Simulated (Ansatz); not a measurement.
```yaml
crystal:
  periodic: [false, false, false]
  atoms:
    - {symbol: Ta, position_ang: [0.000000, 0.000000, 0.000000]}
    - {symbol: Si, position_ang: [0.000000, 0.000000, 2.560000]}
basis:
  gaussian: {orbitals: def2-TZVP}
magnetization: {spin_polarized: true, initial_magnetization: 1}
hamiltonian: {xc: pbe0}
relax: {f_tol: 0.004, max_steps: 80}
```

```sh
$ ansatz run in.yaml --threads 1 --pin off --events-out ev --progress --plain --max-ram 2176MiB
```

Steps of the relaxation (energy above the last step; positions in Å, forces in eV/Å):

```
2
step 1, 214.1 meV
Ta    0.000    0.000    0.000    0.000    0.000    1.516
Si    0.000    0.000    2.560    0.000    0.000   -1.516
```

```
2
step 2, 8.5 meV
Ta    0.000    0.000    0.111    0.000    0.000    0.251
Si    0.000    0.000    2.449    0.000    0.000   -0.251
```

```
2
step 3, 1.1 meV
Ta    0.000    0.000    0.128    0.000    0.000    0.144
Si    0.000    0.000    2.432    0.000    0.000   -0.144
```

```
2
step 5, 0.0 meV
Ta    0.000    0.000    0.136    0.000    0.000    0.008
Si    0.000    0.000    2.424    0.000    0.000   -0.008
```

```
2
step 6, 0.0 meV
Ta    0.000    0.000    0.137    0.000    0.000    0.000
Si    0.000    0.000    2.423    0.000    0.000    0.000
```

Close pairs at the end: Ta1–Si2 2.287 Å.

A stationary point of unrestricted PBE0 after 6 steps, with ⟨S²⟩ = 1.500 against 0.75 for a pure state. 3.9 min on 1 thread of Intel Xeon Platinum 8259CL, shared host.
